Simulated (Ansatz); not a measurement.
Reaction: CH2F2 (difluoromethane, SMILES FCF) → CH2F2+ (parent SMILES FCF, doublet) + e-
Each species at its own B3LYP-D3(BJ)/def2-TZVP minimum (Ansatz, a first-principles code).

Total energies in hartree (Ansatz). Open shells are spin-unrestricted; no spin-orbit coupling. Cores are frozen in correlated methods. No relativity. The spin of CH2F2+ (parent SMILES FCF, doublet) was assumed, and the state is the lowest solution found for it.

| species | HF/cc-pVTZ | CCSD(T)/cc-pVTZ | HF/cc-pVQZ | CCSD(T)/cc-pVQZ | CCSD(T)/cc-pVDZ | CCSDT(Q)/cc-pVDZ |
|---|---|---|---|---|---|---|
| 1: CH2F2 (difluoromethane, SMILES FCF) | -237.99426 | -238.69921 | -238.01390 | -238.77622 | -238.45005 | -238.45157 |
| 2: CH2F2+ (parent SMILES FCF, doublet) | -237.54106 | -238.23170 | -237.55988 | -238.30383 | -237.99417 | -237.99624 |

Work out the adiabatic ionisation energy (electronic) in eV: take Hartree-Fock from cc-pVQZ, extrapolate the CCSD(T) correlation energy as X^-3 (X = 3, 4), and add CCSDT(Q) - CCSD(T) in cc-pVDZ. 1 hartree = 27.211 eV.


Species 1: correlation (64·(-0.76232) - 27·(-0.70495))/37 = -0.80418; step -0.00152; E1 = -238.01390 + (-0.80418) + (-0.00152) = -238.81960
Species 2: correlation (64·(-0.74395) - 27·(-0.69064))/37 = -0.78285; step -0.00207; E2 = -237.55988 + (-0.78285) + (-0.00207) = -238.34480
-1·E1 +1·E2 = 0.47480 hartree = 12.92 eV.
